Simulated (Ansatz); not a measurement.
# The cluster Ag2I+: the relaxed shape and its frontier levels

Aim: characterise the cluster Ag2I+ as a singlet: its structure, frontier levels and distribution of charge.

Computed with Ansatz 0.2.0, Gaussian basis. Level: RKS PBE0-D4/def2-TZVP.

The runs, in order: relaxation at PBE-D4/def2-TZVP; a search for the lowest solution at PBE0-D4/def2-SVP; a single point at PBE0-D4/def2-TZVP; harmonic vibrations at PBE-D4/def2-TZVP.

4 further runs of the same task are left out: 4 set aside as unsound or not needed.

## (1) Starting geometry

3 atoms, charge 1, spin multiplicity 1.

Atoms are counted from 1 here; the program's logs count them from 0.

Bond lengths: Ag1–I3 2.674 Å, Ag2–I3 2.674 Å. Angles: Ag1–I3–Ag2 118.3°.

Ag, I take a core potential in the def2 sets. No spin-orbit coupling is included. The ion is computed in the gas phase, without counter-ions or solvent.

The start is a GFN1-xTB geometry.

## (2) Relaxation at PBE-D4/def2-TZVP

in.yaml

```yaml
crystal:
  periodic: [false, false, false]
  atoms:
    - {symbol: Ag, position_ang: [0.317780, -1.215580, 1.974850]}
    - {symbol: Ag, position_ang: [0.572390, 1.016270, -2.029410]}
    - {symbol: I, position_ang: [-0.890170, 0.199310, 0.054560]}
basis:
  gaussian: {orbitals: def2-TZVP}
total_charge: 1
hamiltonian: {xc: pbe, dispersion: d4}
scf: {lower_state_search: "off"}
output: {orbitals: {seedname: orbitals}}
relax: {f_tol: 0.02, max_steps: 100}
```

Run with:

```bash
ansatz run in.yaml --threads 4 --pin off --events-out ev --progress --plain --max-ram 3916MiB
```

The runs that follow: Searching for the lowest solution, PBE0-D4/def2-SVP; Single point, PBE0-D4/def2-TZVP; Vibrations by finite differences.

**Question.** What will the summary of the whole plan be? Wanted: point group; commonest bond; HOMO, LUMO at PBE0-D4/def2-TZVP; lowest, highest wavenumber.

**Answer**, as computed:

| quantity | value |
| --- | --- |
| point group | C2v |
| commonest bond | Ag–I, 2 of mean length 2.635 Å |
| HOMO, LUMO at PBE0-D4/def2-TZVP | -11.89, -7.35 eV |
| lowest, highest wavenumber | 29, 169 cm⁻¹ |

What this shows: The molecule keeps its bonding pattern by the stored test; the atoms moved 0.32 Å (rms), and the angle Ag1–I3–Ag2 went from 118° to 97°. All wavenumbers are real: a minimum at this level. The HOMO lies nearest to I3 87 %; Ag1, Ag2 about 7 % each and the LUMO to Ag1, Ag2 about 42 % each; I3 16 %. Whether this spin is the lowest isn't tested here.
